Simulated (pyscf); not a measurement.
## Four-centre exchange: H₃C–GaH₂ + silanol (HO–SiH₃) -> methane (CH₄) + H₃Si–O–GaH₂

Gas phase, singlet surface, charge 0. Bonds broken: C1–Ga2, O8–H10. Bonds formed: C1–H10, Ga2–O8. PySCF, gas phase, ωB97X-D3(BJ)/def2-SVP geometries.

Transition state (Å):

```xyz
13

C     -1.5113    -1.1066    -0.0680
Ga    -1.1855     0.8672    -0.9198
H     -0.9685    -2.0035    -0.4044
H     -2.4319    -1.0817    -0.6850
H     -1.8614    -1.2443     0.9670
H     -2.1246     1.8978    -0.2156
H     -0.8317     0.7467    -2.4313
O      0.4485     0.5975     0.1997
Si     1.0756     1.4535     1.4929
H     -0.3419    -0.3217     0.2302
H      0.1215     1.4323     2.6419
H      2.3655     0.8455     1.9222
H      1.3001     2.8638     1.0670
```

One imaginary mode, 1428i cm⁻¹; descent along it reached the two sides named, in the forms told below.

| bond | change | reactant side (Å) | saddle | product side |
|---|---|---|---|---|
| C1–Ga2 | breaks | 1.982 | 2.174 | 3.1 |
| O8–H10 | breaks | 0.965 | 1.213 | 2.594 |
| C1–H10 | forms | 3.1 | 1.440 | 1.101 |
| Ga2–O8 | forms | 2.152 | 1.999 | 1.793 |

Electronic energies relative to the separated reactants (kcal/mol):

| level | barrier | reaction energy | reverse barrier |
|---|---|---|---|
| ωB97X-D3(BJ)/def2-TZVP | 7.4 | -25.7 | 33.1 |
| PBE/def2-TZVP | 6.1 | -23.8 | 29.9 |
| r²SCAN/def2-TZVP | 4.3 | -26.0 | 30.4 |
| B3LYP-D3(BJ)/def2-TZVP | 8.3 | -26.2 | 34.5 |
| PBE0-D3(BJ)/def2-TZVP | 6.2 | -24.0 | 30.1 |
| M06-2X/def2-TZVP | 5.5 | -27.4 | 32.9 |
| ωB97M-D3(BJ)/def2-TZVP | 9.4 | -24.6 | 34.0 |
| HF/def2-TZVP | 24.1 | -28.2 | 52.3 |

With ωB97M-D3(BJ)/def2-TZVP energies and thermal terms (ideal gas, 1 atm, RRHO with modes under 100 cm⁻¹ raised to 100, one conformer, R ln 2 for chiral ones without a mode under 150 cm⁻¹), in kcal/mol:

| T (K) | ΔH‡ | ΔG‡ | ΔH | ΔG |
|---|---|---|---|---|
| 298 | 8.1 | 19.9 | -23.9 | -22.1 |
| 600 | 8.3 | 31.9 | -24.2 | -20.1 |
| 900 | 9.0 | 43.5 | -24.5 | -18.0 |
| 1200 | 9.7 | 54.9 | -24.7 | -15.8 |

On the reactant side the descent ends in an adduct with a Ga–O contact, 14.7 kcal/mol under the separated species and 22.2 kcal/mol under the saddle at ωB97X-D3(BJ)/def2-TZVP. What is counted as formed (Ga–O) is already present as a longer contact in the reactant adduct; forming that adduct is a step of its own. This is the saddle that the search found; another between the same sides may lie lower. Elements up to Kr have no core potential and no relativistic terms here.
